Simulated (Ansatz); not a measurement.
Elastic constant C44 of some elemental metals

Method: RPBE (PAW; Ansatz, a program for electronic structure). References are measured values at low temperature. The table is a random draw of 6 from 9 solids with such references.

Values in GPa.

| solid | reference | RPBE | error (%) |
|---|---|---|---|
| hcp Zr | 36.3 | 29.1 | -19.8 |
| hcp Mg | 18.4¶ | 17.6 | -4.3 |
| bcc Ta | 87.4¶ | 72.9 | -16.6 |
| bcc Mo | 112¶ | ? | ? |
| hcp Ti | 51 | 45.3 | -11.2 |
| fcc Cu | 81.8¶ | 73.3 | -10.4 |

Estimate the withheld RPBE value.

The errors of the other rows run from -19.8 % to -4.3 %, with a median of -11.2 %; carried to the reference 112 it gives 99.5 GPa. The run gives 96.3 GPa (-14.0 %), -3.2 % from the estimate; the row was drawn at random, and such an estimate is rough. Over these 6 solids the mean error is -12.7 %, the mean absolute error 12.7 % (median 12.6 %), and the worst case hcp Zr at -19.8 %; the value is below the reference in 6 of 6 cases. Over all 9, from unrounded values, the mean error is -16.6 % and the mean absolute error 16.6 % (median 14.7 %). Caveats on values not shown: shear constants of such metals converge slowly with the k mesh (1).

All these references are low-temperature values that still hold zero-point motion.

Spin–orbit coupling is left out, also for the solids with elements from indium on (bcc Ta); its size isn't shown.

¶ marks references of a special kind: hcp Mg, 18.4 GPa (measured, 0 K, extrapolated to 0 K; zero-point effects included; as tabulated in Ibrahim et al. (2023), arXiv:2305.03577); bcc Ta, 87.4 GPa (measured, 0 K, extrapolated to 0 K; zero-point effects included; as tabulated in Wang et al. (2022), arXiv:2209.12322); bcc Mo, 112 GPa (measured, 0 K, 300 K values taken to 0 K by the source's computed thermal shift; zero-point effects included; as tabulated in Gong and Corso (2024), arXiv:2406.16634); fcc Cu, 81.8 GPa (measured, 0 K, extrapolated to 0 K; zero-point effects included; as tabulated in Malica and Corso (2021), arXiv:2109.00459).

Differences are worked out from the printed values.

Each level is taken at its own relaxed cell. Caveats: shear constants of such metals converge slowly with the k mesh (bcc Ta, bcc Mo). Ansatz's density-functional and Hartree–Fock values are scalar-relativistic unless marked +SOC, with PAW data made under PBE.

Ansatz's runs of these crystals have no spin polarisation.

Not in this set, of the elemental metals with a reference value in our tables and a result at some level: 14 for a reference at room or unstated temperature; 12 for no value at RPBE (not run, a failed fit, an unstable or unbound cell, or a value held back for tests); 1 for sources at odds. These can be a level's best or worst cases. Solids without a released value at any level aren't counted. Layered and molecular crystals are counted apart. The metals Ce to Yb are counted apart.

References as tabulated in Clouet (2012), arXiv:1210.1082; Ibrahim et al. (2023), arXiv:2305.03577; Wang et al. (2022), arXiv:2209.12322; Gong and Corso (2024), arXiv:2406.16634 and others.
